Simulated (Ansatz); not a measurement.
Reaction (SMILES): F (HF) → [F-] + H+
B3LYP-D3(BJ)/def2-TZVP geometries, fixed; electronic energies without zero-point terms.

Effect of a fitting basis named in the input at PBE0/cc-pVTZ with Ansatz (an electronic-structure program), against the last row, where the deprotonation energy is 399.01 kcal/mol. The default fits or decomposes integrals by the program's own choice; accuracy: high also tightens integrals, grids and stops.

```csv
setting,largest shift of a total energy (mEh),shift of the deprotonation energy (kcal/mol)
fitting: def2-SV(P)-JKFIT,-0.031,0.007
fitting: def2-universal-JKFIT,-0.031,0.007
fitting: cc-pVTZ-JKFIT,-0.013,-0.002
fitting: cc-pVQZ-JKFIT,-0.013,-0.002
fitting: cc-pV5Z-JKFIT,-0.013,-0.003
accuracy: high,-0.004,-0.001
accuracy: medium (default),0.000,0.000
```

Within 0.02 kcal/mol in the deprotonation energy: fitting: def2-SV(P)-JKFIT; fitting: def2-universal-JKFIT; fitting: cc-pVTZ-JKFIT; fitting: cc-pVQZ-JKFIT; fitting: cc-pV5Z-JKFIT; accuracy: high. The largest shift is 0.031 mEh in a total energy and 0.007 kcal/mol in the difference.
